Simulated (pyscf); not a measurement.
This saddle point was located with ωB97X-D3(BJ)/def2-SVP in PySCF.

```xyz
12

Be    -0.6916     0.1874     0.4637
C     -2.3598     0.8217     0.4138
C      0.4407    -0.3667    -0.6705
H     -2.8727     0.0674    -0.2100
H     -3.0535     1.1028     1.2215
H     -2.2044     1.7267    -0.2046
H      1.3716     0.2289    -0.6241
H      0.7472    -1.4076    -0.4547
H      0.0857    -0.3403    -1.7159
Te    -0.1452     0.0715     2.9879
H     -1.5015     0.4690     1.7760
H     -0.4375    -1.5539     2.8392
```
Charge 0, spin multiplicity 1.

Surface: singlet, charge 0. Lowest wavenumbers (cm⁻¹): 892i, 81, 91, 131, 142.

### Question
Name the species on either side of this saddle.

### Answer
`[CH3][Be][CH3]` + `[TeH2]` ⇌ `[CH3][Be][TeH]` + `[CH4]`, a four-centre exchange read from left to right: Be–C, H–Te broken and Be–Te, C–H formed. At ωB97M-D3(BJ)/def2-TZVP it lies +57.6 kJ/mol from the left side and +162.5 kJ/mol from the right (each side as separated species at their lowest minima found). On the reactant side the descent ends in an adduct with a Be–Te contact (not fully relaxed), 23.1 kJ/mol under the separated species and 66.9 kJ/mol under the saddle at ωB97X-D3(BJ)/def2-TZVP. What is counted as formed (Be–Te) is already present as a longer contact in the reactant adduct; forming that adduct is a step of its own. At the saddle there is also a short Be–H contact that neither side keeps. At ωB97X-D3(BJ)/def2-TZVP the barrier from the zero used here is 43.8 kJ/mol. One saddle was located; it need not be the lowest between these sides. Elements past Kr carry the def2 core potentials, without spin-orbit coupling.
